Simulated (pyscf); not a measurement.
Elementary routes open to methane (CH₄) + •H₂Si–Cl in the gas phase (doublet surface):
A. methyl (CH₃•) + H₃Si–Cl (C–H broken; H–Si formed)
B. H₃C–SiH₂–Cl + H atom (H•) (C–H broken; C–Si formed)

Single points on ωB97X-D3(BJ)/def2-SVP structures (PySCF, gas phase). MP2 and CC: frozen core, UHF for open shells. ΔMP2 is the change of the MP2 total energy from the triple- to the quadruple-zeta basis.

Q: Rank the routes by free-energy barrier at 900 K, lowest first, for CCSD(T)/def2-TZVPP + ΔMP2(QZVPP) energies (ideal gas, 1 atm, RRHO with modes under 100 cm⁻¹ raised to 100, one conformer, R ln 2 for chiral ones without a mode under 150 cm⁻¹).

A: A (44.0 kcal/mol), B (69.3 kcal/mol)

Route A is the fastest of these, ahead of the next by 25.3 kcal/mol. The most stable products are those of A (ΔG = +12.0 kcal/mol), so kinetics and thermodynamics agree. At 298 K A is still the fastest. Only these routes are compared; each barrier is that of the saddle found, and lower ones may exist. The CCSD(T) − MP2 part came from Ansatz, without density fitting, on the same reference.
